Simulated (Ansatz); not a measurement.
**B–CH₂⁺, triplet in cc-pVDZ: errors against UCCSDTQ**

Geometry: that of the B–CH2, doublet, kept fixed.

| atom | x (Å) | y (Å) | z (Å) |
| --- | --- | --- | --- |
| B | 0.0000 | 0.0000 | 0.8265 |
| C | 0.0000 | 0.0000 | -0.5553 |
| H | 0.0000 | -0.9252 | -1.1237 |
| H | 0.0000 | 0.9252 | -1.1237 |

Basis cc-pVDZ; Ansatz 0.2.0. Correlated methods freeze the noble-gas cores, which leaves 8 electrons in 36 orbitals. Prefix R: restricted or restricted open-shell reference; prefix U: unrestricted. Active spaces: valence = (8e, 10o) chosen from the atoms' valence shells.

Full CI isn't at hand for all of this; UCCSDTQ serves as the reference, and is uncertain by about the last step of the cluster series. The frozen core follows each run's orbitals, which can shift R against U totals by a few meV.

For open shells CISD is restricted-active-space CI with the open shells as a complete middle space.

```
UHF ⟨S²⟩                          : 2.006
T1 diagnostic (RCCSD)             : 0.0191
largest doubles amplitude (RCCSD) : 0.036
T1 diagnostic (UCCSD)             : 0.0150
```

Question: From what is known of these methods and the diagnostics, rank them by the size of their error in total energy against UCCSDTQ in cc-pVDZ, smallest first (an estimate: the text doesn't fix the numbers).
A. RCCSD
B. MRCISD (valence space)
C. RMP2
D. UCCSDT(Q)
E. UHF

Answer: D (0.00 kcal/mol), B (2.22 kcal/mol), A (3.38 kcal/mol), C (19.18 kcal/mol), E (105.85 kcal/mol).

All errors are against UCCSDTQ in cc-pVDZ. Within each family the higher level lies nearer, as is usual though not guaranteed.

Natural occupations of CASSCF (valence space) about the gap: 1.982 1.970 1.970 0.999 0.990 0.022 0.020 0.019 0.015 0.014; effectively unpaired electrons, Σ n²(2−n)², 2.01.
